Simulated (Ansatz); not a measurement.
Mulliken charges of HLiO (`[Li][OH]`) from r2SCAN/def2-TZVPP in Ansatz (PBE0-D4/def2-TZVP geometry).

| atom | x (Å) | y (Å) | z (Å) | charge (e) |
| --- | --- | --- | --- | --- |
| Li1 | 0.952 | 0.745 | 0.594 | 0.653 |
| O2 | -0.149 | -0.138 | -0.095 | -0.821 |
| H3 | -0.814 | -0.672 | -0.512 | 0.168 |

By hand: the dipole of these point charges (1 e Å = 4.8032 D).

Σ q r = (0.607, 0.487, 0.380) e Å, of length 0.866 e Å = 4.16 D.

How does the dipole of the full density compare? (Best estimate.)

Computed: (0.626, 0.503, 0.392) e Å, 4.29 D; the point charges give 0.97 times that, at 0° from its direction.

Point charges leave out the atoms' own dipoles, such as those of lone pairs, and Mulliken's split depends on the basis, so the close match here is no proof of good charges.
